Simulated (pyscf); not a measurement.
This saddle point was located with ωB97X-D3(BJ)/def2-SVP in PySCF.

```xyz
6

S      0.1513    -0.0094     1.3372
Ga     1.1980    -0.3753    -0.5626
H     -1.2335    -0.1304     0.7291
H      0.2914    -0.6127    -1.8054
H      2.7531    -0.3647    -0.4972
H      1.4278     0.1380     2.1441
```
Charge 0, spin multiplicity 2.

Surface: doublet, charge 0. Lowest wavenumbers (cm⁻¹): 697i, 137, 304, 419, 428.

Problem. What reaction is this the transition state of?

Solution. `[SH][GaH2]` + `[H]` [doublet] ⇌ `[SH][GaH2]` + `[H]` [doublet], a substitution at S read from left to right: H–S broken and H–S formed. At CCSD(T)/def2-TZVPP + ΔMP2(QZVPP) it lies +7.6 kcal/mol from the left side and +7.6 kcal/mol from the right (each side as separated species at their lowest minima found). One saddle was located; it need not be the lowest between these sides. The angle at the attacked S is 171°. The CCSD(T) − MP2 part came from Ansatz, without density fitting, on the same reference. The frozen core leaves the outer d or s,p core shells of the metals and heavy elements correlated in the MP2 and CC values, and def2-TZVPP describes them poorly, which can shift differences by a few kcal/mol. Elements up to Kr have no core potential and no relativistic terms here.
